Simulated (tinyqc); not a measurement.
UHF in the sto-3g basis, for BH, spin multiplicity 3, step by step. One step of it, computed by the program tinyqc.

Problem. Iteration 2: diagonalisation and new density. Diagonalise F' = X^T F X, C = X C', fill 4 alpha and 2 beta electrons from the bottom; D(s) = C_occ C_occ^T. Each column has its largest component positive (the first on a tie).

extrapolated F(alpha) (hartree), lower triangle:
```
            1B 1s      1B 2s     1B 2px    1B 2py     1B 2pz      2H 1s
1B 1s   -7.366801
1B 2s   -2.169999  -1.158023
1B 2px   0.000000   0.000000  -0.220861
1B 2py   0.000000   0.000000   0.017535  0.242505
1B 2pz  -0.007852  -0.042838   0.000000  0.000000  -0.222316
2H 1s   -0.758400  -0.700231   0.000000  0.000000  -0.445258  -0.585265
```

extrapolated F(beta) (hartree), lower triangle:
```
            1B 1s      1B 2s     1B 2px    1B 2py     1B 2pz      2H 1s
1B 1s   -7.201370
1B 2s   -2.115363  -0.832644
1B 2px   0.000000   0.000000   0.393260
1B 2py   0.000000   0.000000  -0.002255  0.333669
1B 2pz  -0.004007  -0.248330   0.000000  0.000000   0.184006
2H 1s   -0.728471  -0.638483   0.000000  0.000000  -0.295823  -0.385868
```

X, lower triangle:
```
            1B 1s      1B 2s    1B 2px    1B 2py     1B 2pz     2H 1s
1B 1s    1.030328
1B 2s   -0.157180   1.249155
1B 2px   0.000000   0.000000  1.000000
1B 2py   0.000000   0.000000  0.000000  1.000000
1B 2pz  -0.015076   0.208463  0.000000  0.000000   1.197175
2H 1s    0.026885  -0.480755  0.000000  0.000000  -0.456135  1.410788
```

Give: F' = X^T F X; orbital energies; coefficients C; F' = X^T F X; orbital energies; coefficients C; D(alpha) after iteration 2; D(beta) after iteration 2.

Solution.

F' = X^T F X (alpha) (hartree), lower triangle:
```
        1       2       3      4       5      6
1  -7.182
2  -1.121  -0.488
3   0.000   0.000  -0.221
4   0.000   0.000   0.018  0.243
5  -0.024   0.253   0.000  0.000   0.109
6  -0.155  -0.511   0.000  0.000  -0.561  0.019
```

orbital energies (alpha) (hartree): MO1 -7.372, MO2 -0.679, MO3 -0.351, MO4 -0.222, MO5 0.243, MO6 0.860

coefficients C (alpha):
```
           MO1     MO2     MO3     MO4    MO5     MO6
1B 1s    0.991  -0.230  -0.180   0.000  0.000   0.138
1B 2s    0.033   0.597   0.758   0.000  0.000  -0.963
1B 2px   0.000   0.000   0.000   0.999  0.038   0.000
1B 2py   0.000   0.000   0.000  -0.038  0.999   0.000
1B 2pz   0.005   0.146  -0.600   0.000  0.000  -1.142
2H 1s   -0.007   0.505  -0.418   0.000  0.000   1.414
```

F' = X^T F X (beta) (hartree), lower triangle:
```
        1       2       3      4       5      6
1  -7.016
2  -1.138  -0.141
3   0.000   0.000   0.393
4   0.000   0.000  -0.002  0.334
5   0.005   0.024   0.000  0.000   0.470
6  -0.136  -0.544   0.000  0.000  -0.491  0.210
```

orbital energies (beta) (hartree): MO1 -7.206, MO2 -0.500, MO3 0.241, MO4 0.334, MO5 0.393, MO6 0.988

coefficients C (beta):
```
           MO1     MO2     MO3    MO4     MO5     MO6
1B 1s    0.992  -0.213  -0.203  0.000   0.000   0.129
1B 2s    0.032   0.544   0.836  0.000   0.000  -0.929
1B 2px   0.000   0.000   0.000  0.038   0.999   0.000
1B 2py   0.000   0.000   0.000  0.999  -0.038   0.000
1B 2pz   0.006   0.219  -0.551  0.000   0.000  -1.155
2H 1s   -0.009   0.515  -0.413  0.000   0.000   1.412
```

D(alpha) after iteration 2, lower triangle:
```
         1B 1s   1B 2s  1B 2px  1B 2py  1B 2pz  2H 1s
1B 1s    1.068
1B 2s   -0.241   0.932
1B 2px   0.000   0.000   0.999
1B 2py   0.000   0.000  -0.038   0.001
1B 2pz   0.079  -0.368   0.000   0.000   0.382
2H 1s   -0.048  -0.016   0.000   0.000   0.325  0.429
```

D(beta) after iteration 2, lower triangle:
```
         1B 1s  1B 2s  1B 2px  1B 2py  1B 2pz  2H 1s
1B 1s    1.029
1B 2s   -0.084  0.297
1B 2px   0.000  0.000   0.000
1B 2py   0.000  0.000   0.000   0.000
1B 2pz  -0.041  0.119   0.000   0.000   0.048
2H 1s   -0.119  0.280   0.000   0.000   0.113  0.265
```
